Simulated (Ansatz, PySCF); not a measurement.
Reaction (SMILES): [CH] (CH) -> [CH] (CH) as singlet, charge +1 + e-

Wanted: adiabatic ionisation energy (0 K, with zero-point energies), in eV. Terms: open shells spin-unrestricted; 6-311+G** with 5d; frozen cores in correlated levels; non-relativistic; no spin-orbit coupling; six Cartesian d functions in 6-31G* and its kin unless marked 5d. First-principles rows: single points at B3LYP-D3(BJ) geometries (Ansatz, a first-principles code), with unscaled harmonic terms from B3LYP/6-31G* at its own minima. A UHF reference is markedly spin-contaminated in at least one set, which strains HF and MP2. The Hartree-Fock reference of [CH] (CH) as singlet, charge +1 is unstable towards a lower, spin-broken solution.

Measured values: CCCBDB table in ASE; they hold spin-orbit and core effects. 

Value to compare with, the measured value: 10.64 eV.

| level | program | adiabatic ionisation energy (0 K, with zero-point energies) (eV) | error |
|---|---|---|---|
| PBE/6-31G* | Ansatz | 10.82 | 0.18 |
| BP86/6-31G* (5d) | PySCF | 10.88 | 0.24 |
| B3LYP/6-31G** | Ansatz | 10.83 | 0.19 |
| PBE0/6-31G* | Ansatz | 10.84 | 0.20 |
| MP2/STO-3G | Ansatz | 8.29 | -2.35 |
| MP2/6-311+G** | Ansatz | 10.40 | -0.24 |
| PBE/def2-TZVPD | Ansatz | 11.02 | 0.38 |
| B3LYP/def2-TZVPD | Ansatz | 11.02 | 0.38 |
| wB97M-V/def2-TZVPD | Ansatz | 10.67 | 0.03 |

Among the 6 habitual levels, MP2/STO-3G lies farthest from the measured value (-2.35 eV); 4 of 6 lie above it, and their mean absolute error is 0.57 eV, the median 0.22. One case shows no general order.

The levels are drawn from those run, B3LYP/6-31G* more often than the rest, none by its result; runs whose electronic state is in doubt are left out.
